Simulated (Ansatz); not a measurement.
`F[BH][AlH2]`. Charge 0, multiplicity 1. The geometry is a stationary point of PBE0-D4/def2-TZVP.

```xyz
6

F    -1.847   -0.751    0.741
B    -0.833    0.108    0.747
Al    0.781   -0.076   -0.678
H    -0.912    0.962    1.600
H     0.728    0.684   -2.076
H     2.083   -0.926   -0.335
```

What is the dipole moment at r2SCAN/def2-TZVPP? (Estimate.)

Ansatz gave: 0.46 D, with components (0.24, 0.36, 0.15) D in this frame, pointing from negative to positive charge.

And with PBE, B3LYP, ωB97M-V? (Estimate.)

The calculation gave: PBE 0.40 D, B3LYP 0.52 D, ωB97M-V 0.49 D.

Give the Mulliken charges with r2SCAN, B3LYP, PBE in def2-TZVPP. (An estimate is asked.)

The calculation gave: 
| atom | r2SCAN | B3LYP | PBE |
| --- | --- | --- | --- |
| F1 | -0.23 | -0.21 | -0.17 |
| B2 | 0.24 | 0.23 | 0.21 |
| Al3 | 0.37 | 0.27 | 0.22 |
| H4 | -0.05 | -0.01 | -0.03 |
| H5 | -0.16 | -0.14 | -0.11 |
| H6 | -0.16 | -0.14 | -0.11 |

B3LYP here is the variant with VWN-RPA as its local correlation; programs differ in this.
